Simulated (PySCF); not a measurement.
Dissociation curve of LiH, singlet.

RKS-M06-2X = PySCF with restricted M06-2X/6-31G; CASSCF(2,2)/6-31G (PySCF); NEVPT2 = SC-NEVPT2 on CASSCF(2,2)/6-31G, all electrons correlated in PySCF; UMP2 = MP2 on UHF/6-31G (PySCF); RCCSD = PySCF 2.14.0 with CCSD on RHF/6-31G.

Energies are in kJ/mol, each relative to the lowest point of its own curve near equilibrium.

```
R / Å  RKS-M06-2X  CASSCF(2,2)  NEVPT2   UMP2  RCCSD
-----  ----------  -----------  ------  -----  -----
1.21         86.2         97.5    97.3   95.1   97.3
1.28         54.0         63.7    63.5   61.3   63.6
1.34         33.9         42.2    42.1   39.9   42.1
1.44         12.4         18.1    18.1   16.2   18.1
1.51            …          8.1     8.1    6.7    8.1
1.57          0.7          3.0     3.0    2.0    2.9
1.60          0.0          1.4     1.4      …    1.4
1.66          0.2          0.0     0.0    0.0    0.0
1.69          1.1          0.0     0.0      …    0.0
1.74          3.5          1.0     1.0    2.0    1.1
1.85         12.3          6.4     6.6    9.2    6.7
1.98         26.9         17.0    17.3   22.3   17.5
2.17         53.3         37.0    37.6   46.8   38.1
2.40         88.4         63.8    64.8   93.4   65.7
2.66        128.5         93.1    94.6  124.7   95.9
2.90        163.8        116.7   118.6      …  120.2
3.23        208.0        141.3   143.7  152.4  145.8
3.55        245.6        156.6   159.4  158.0  161.7
3.91            …        166.3   169.3  161.0  171.7
4.36        319.1        171.9   175.0  162.6  177.6
4.79            …        174.1   177.3  163.3  179.9
5.55        382.6        175.4   178.6  163.8  181.2
6.33        405.3        175.8   179.0  163.9  181.6
```

Question: Some entries are withheld; supply them.

Answer: 
- 1.51, RKS-M06-2X: 4.3
- 1.60, UMP2: 0.8
- 1.69, UMP2: 0.4
- 2.90, UMP2: 140.7
- 3.91, RKS-M06-2X: 281.9
- 4.79, RKS-M06-2X: 347.0

At the longest distance RKS-M06-2X leaves fractional charges on the fragments, a sign of delocalisation error or of the restricted form. The restricted form behind RKS-M06-2X keeps the bonding electrons paired and can't separate into open-shell fragments. The unrestricted determinant behind UMP2 is spin-contaminated at 2.40 to 6.33 Å (<S²> up to 1.0, against 0.00 for a pure singlet). The T1 diagnostic of CCSD on the restricted reference of RCCSD exceeds 0.045 at 2.40 to 6.33 Å.
